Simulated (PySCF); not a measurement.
**Energy profile**

The step: BH₂Cl ([BH2][Cl]) + H₂O → BH₃O ([BH2][OH]) + HCl; bonds formed: Cl2–H5; dative contacts that become bonds: B1–O6; bonds broken: B1–Cl2, H5–O6 (atoms numbered as in the saddle structure below).

```
7
angstrom
B -0.4148 -0.4193 0.3198
Cl 1.8111 -0.3699 0.2820
H -0.7206 -1.3276 -0.3900
H -0.6214 -0.4057 1.4898
H 0.8976 0.7211 -0.1547
O -0.3792 0.9222 -0.3023
H -0.5727 0.8792 -1.2448
```

Electronic energies by CCSD(T) at an estimated basis limit (MP2 extrapolated from triple and quadruple zeta, plus CCSD(T) − MP2 in triple zeta), on PBE0-D4/def2-TZVP structures; BH4ClO, singlet; no counterpoise correction. Computed with PySCF 2.14 with density fitting (its default auxiliary sets; JK sets also for MP2 and CCSD(T)) (basis: def2-TZVPP and def2-QZVPP); correlated methods freeze the cores. Extrapolation: Hartree–Fock as exp(−7.88 √X), correlation as X^−2.97.

Question: Give the profile in kcal/mol, counted from the separated reactants. (To be estimated.)

Answer: The calculation gives:
```tsv
point	kcal/mol
separated: BH2Cl (linked as [BH2][Cl]; B1, Cl2, H3, H4; singlet) + H2O (H5, O6, H7; singlet)	0.00
start structure	-12.93
saddle	7.17
end structure	-14.79
separated: BH3O (linked as [BH2][OH]; B1, H3, H4, O6, H7; singlet) + HCl (Cl2, H5; singlet)	-10.46
```

No T1 diagnostic of these runs exceeds 0.014.

The step is the kind of ligand exchange by which a precursor binds to a hydroxyl group, or is hydrolysed, in atomic layer deposition of oxides.

For scale, one of the runs: CCSD(T)/def2-TZVPP, 160 basis functions, launched by `OMP_NUM_THREADS=4 python run.py`. Hardware: 4 CPU threads of an Arm Neoverse V2, shared host. Wall time 110 s; peak host memory 1.2 GiB.
